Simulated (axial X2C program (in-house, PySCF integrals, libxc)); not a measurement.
# NSiO⁺: properties at the nuclei

Calculated with an in-house all-electron X2C program for linear molecules (integrals from PySCF): two-component X2C with atomic mean-field Coulomb and Gaunt terms, Gaussian nuclei, basis N dyall-av3z, Si dyall-v3z, O dyall-av3z with contracted cores.

N–Si–O held linear, with bonds 1.798 and 1.501 Å (near the PBE0 minimum at charge 1 of the determinant lowest at the starting distance; the state shown can have its own minimum elsewhere, held linear; other orders of the atoms were not compared).

Determinant lowest in the PBE0 search, Ω = 1 (⟨Sz⟩ = 1.00, ⟨Lz⟩ = 0.00 at PBE0), spin on the atoms N 0.95, Si -0.02, O 0.07:

| level | Eeff magnitude (GV/cm) | Ws magnitude Si (kHz) | A∥/gI N (MHz) | qzz N (a.u.) | A∥/gI Si (MHz) | qzz Si (a.u.) | A∥/gI O (MHz) | qzz O (a.u.) |
| --- | --- | --- | --- | --- | --- | --- | --- | --- |
| PBE0 | 0.0316 | 0.0111 | -107 | -0.36 | -81.9 | -1.87 | -15.8 | 0.44 |
| HF | 0.0805 | 0.0289 | -59.9 | -0.22 | -160 | -2.41 | -0.612 | 0.44 |
| B3LYP | 0.0311 | 0.0111 | -94.5 | -0.36 | -82.8 | -1.83 | -17.9 | 0.40 |

Determinant 1.54 eV from it at PBE0 and this distance, Ω = 0 (closed shell), highest spinor 48% O p, 38% N p, 12% Si d:

```
level  qzz N (a.u.)  qzz Si (a.u.)  qzz O (a.u.)
 PBE0         -0.54          -1.81          0.38
   HF         -0.53          -2.35          0.54
B3LYP         -0.55          -1.78          0.33
```

Eeff is the effective electric field on the electron electric dipole moment in this Ω state and Ws the scalar–pseudoscalar constant of the nucleus named (defined with the proton number Z and per Ω); A∥ (defined per Ω) follows by multiplying with gI = μI/(I μN); qzz is the electric field gradient, eQq0 = 234.96 MHz × Q/barn × qzz. The operators were transformed with the bare-nucleus X2C matrices; with these basis sets, hyperfine constants and field gradients can be off by tens of per cent, and where levels differ in sign neither size nor sign is settled.

Task: With gI(14N) = 0.4038, Q(14N) = 0.02044 barn, gI(29Si) = -1.1106, Q(17O) = -0.02558 barn (g factors from the IAEA table of nuclear moments by Stone; Q from Pyykkö, Mol. Phys. 2018), turn the PBE0 values of the first state into constants in MHz.

Result: A∥(14N) = -107 × 0.4038 = -43.2 MHz; eQq0(14N) = 234.96 × (0.02044) × (-0.36) = -1.73 MHz; A∥(29Si) = -81.9 × -1.1106 = 91 MHz; eQq0(17O) = 234.96 × (-0.02558) × (0.44) = -2.64 MHz.

The molecule was held linear; bending was not examined, so a bent shape may lie lower.

Each state is one determinant with collinear spin, which with several unpaired electrons need not be a pure state. Unrestricted Hartree–Fock can overshoot spin polarisation at the nuclei. A closed determinant beside an open π² or δ² triplet, such as (π1/2)², mixes with its partner pair into the 0⁺ component of the triplet and ¹Σ⁺, so its energy is not that of a level, and 0⁺ can lie lowest. With several open shells hyperfine constants can be off by a factor of several. Where Eeff spreads by more than a factor of two the levels disagree and none is to be relied on. Open-shell Ω = 0 determinants with evenly filled partner blocks cannot be reached by this program, so the Ω shown need not be the lowest component. The search compared states at one distance, so a state with another bond length can lie lower. PBE0 term energies can be off by some tenths of an eV.
